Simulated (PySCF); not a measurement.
Run record: excited-state job, `OO` (H2O2).

Computed with TDDFT CAM-B3LYP/def2-SVPD, vertical, gas phase, core orbitals frozen in the response (PySCF 2.14.0, density-fitted response routines). Geometry: GFN2-xTB. The input is one job of a driver script: a line of settings, then coordinates in Å.

Input:
```
{"job": {"kind": "uv", "xc": "CAM-B3LYP", "basis": "def2-SVPD", "nstates": 8, "ntriplets": 3}, "charge": 0, "multiplicity": 1}
O      0.577873    -0.020688     0.410284
O     -0.573029     0.023690    -0.421973
H      1.295799     0.019350    -0.234379
H     -1.290410    -0.017578     0.223214
```

Output:
```
coarse grid: 3416 points
cycle   1  E = -151.3253070303  dE =  5.360e-02  |g| = 4.210e-01  |ddm| = 1.873e+00
cycle   2  E = -151.3405266387  dE = -1.522e-02  |g| = 3.435e-01  |ddm| = 7.235e-01
cycle   3  E = -151.3613120906  dE = -2.079e-02  |g| = 5.412e-02  |ddm| = 2.850e-01
cycle   4  E = -151.3618235856  dE = -5.115e-04  |g| = 4.770e-03  |ddm| = 3.818e-02
cycle   5  E = -151.3618296139  dE = -6.028e-06  |g| = 9.053e-04  |ddm| = 5.803e-03
final grid: 33160 points
cycle   6  E = -151.3954239525  dE = -1.071e-05  |g| = 8.360e-04  |ddm| = 1.269e-02
cycle   7  E = -151.3954241079  dE = -1.554e-07  |g| = 4.459e-04  |ddm| = 9.886e-04
cycle   8  E = -151.3954241418  dE = -3.397e-08  |g| = 1.839e-04  |ddm| = 4.313e-04
cycle   9  E = -151.3954241490  dE = -7.140e-09  |g| = 3.002e-05  |ddm| = 1.529e-04
cycle  10  E = -151.3954241492  dE = -2.334e-10  |g| = 1.062e-05  |ddm| = 3.573e-05
converged SCF energy = -151.3954241492

Static polarisability (au): isotropic 14.677, principal 11.849 13.497 18.685

Singlet excitations
state   eV       nm        f      main configurations
  1   5.5398    223.8   0.00304   H->L 0.80, H->L+4 0.15
  2   6.3926    193.9   0.00000   H->L+1 0.97
  3   7.5371    164.5   0.00822   H->L+2 0.72, H->L 0.13, H->L+4 0.11
  4   8.7768    141.3   0.08575   H-1->L 0.77, H->L+3 0.09
  5   9.0914    136.4   0.02534   H->L+4 0.69, H->L+2 0.20
  6   9.2884    133.5   0.00000   H-1->L+1 0.98
  7   9.4980    130.5   0.01123   H->L+3 0.88
  8   9.6986    127.8   0.00000   H->L+5 0.49, H-2->L 0.41

Triplet excitations (Tamm-Dancoff, eV): 4.3890 6.1093 7.2088
```

The SCF starts on a coarse grid where the log names one; the energy can jump when the final grid takes over, and dE then counts from the start density on the new grid. H and L stand for HOMO and LUMO; the number after each pair is its weight.

Problem. Give S1 in cm⁻¹ and kJ/mol.

Solution. 5.5398 eV × 8065.54 = 44682 cm⁻¹; × 96.485 = 534.5 kJ/mol.

In short: HOMO -9.14 eV, LUMO 1.08 eV; lowest singlet 5.54 eV; lowest triplet 4.39 eV (Tamm–Dancoff); mean polarisability 14.7 au.

On x86-64 server, one thread, on a shared host, this took 2.7 s wall.
Labels such as C1 count atoms from 1, the log's own numbers from 0.
